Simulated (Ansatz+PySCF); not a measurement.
**singlet C2H4 in separate pieces: levels of theory in one basis**

```yaml
atoms:
  - { symbol: C, position_ang: [0.0000, 0.0000, -0.6653] }
  - { symbol: C, position_ang: [0.0000, 0.0000, 3.3266] }
  - { symbol: H, position_ang: [0.0000, -0.9311, -1.2403] }
  - { symbol: H, position_ang: [0.0000, 0.9311, -1.2403] }
  - { symbol: H, position_ang: [0.0000, -0.9311, 3.9016] }
  - { symbol: H, position_ang: [0.0000, 0.9311, 3.9016] }
```

Basis set: STO-3G (spherical functions). Correlated methods keep 2 orbitals frozen. Charge 0, multiplicity 1.

Computed with Ansatz (development build ahead of 0.2.0); each method stands on the lowest determinant of its kind that the runs found. NEVPT2 correlates all electrons. Active spaces start from the frontier orbitals, and the lowest solution found is given.

```tsv
method	E − E(RHF) (eV)	<S²> of the determinant
RHF	0.00	0.00
UHF	-3.98	2.03
RHF-MP2	-1.83	–
UHF-MP2	-5.31	2.03
RHF-CCSD	-3.17	–
UHF-CCSD	-6.07	2.03
RHF-CCSD(T)	-3.19	–
UHF-CCSD(T)	-6.08	2.03
RHF-CCSDT(Q)	-3.20	–
UHF-CCSDT(Q)	-6.08	2.03
full CI (lowest root of this spin)	-6.08	–
CASSCF(4,4)	-3.77	–
```

(1) What does SC-NEVPT2(4,4) give on the same scale?

(2) Is a single determinant a sound starting point here?

## Answers

(1) -5.24 eV. NEVPT2 here correlates all electrons, so it doesn't share the others' frozen core.

At such a shape the full CI root can have another spatial symmetry than the determinants, so the rows needn't describe one state.

(2) It is doubtful. Unrestricted orbitals lower Hartree–Fock by 3.98 eV and <S²> is 2.03 where a pure state has 0.00, a sign of strong static correlation. The CASSCF(4,4) natural occupations are 1.02, 1.00, 1.00, 0.98.

Caution for RHF, RHF-MP2, RHF-CCSD, RHF-CCSD(T), RHF-CCSDT(Q): an unrestricted determinant lies well below. Caution for UHF, UHF-MP2, UHF-CCSD, UHF-CCSD(T), UHF-CCSDT(Q): the unrestricted determinant is a mixture of spin states; the determinant breaks the point group. Caution for RHF-MP2, UHF-MP2, RHF-CCSD, UHF-CCSD, RHF-CCSD(T), UHF-CCSD(T), RHF-CCSDT(Q), UHF-CCSDT(Q): bonds are stretched, where a single reference can fail. Caution for RHF-MP2, RHF-CCSD, RHF-CCSD(T), RHF-CCSDT(Q): the program doubts this total. Caution for RHF-CCSD, RHF-CCSD(T): the program finds a lower state of this spin.
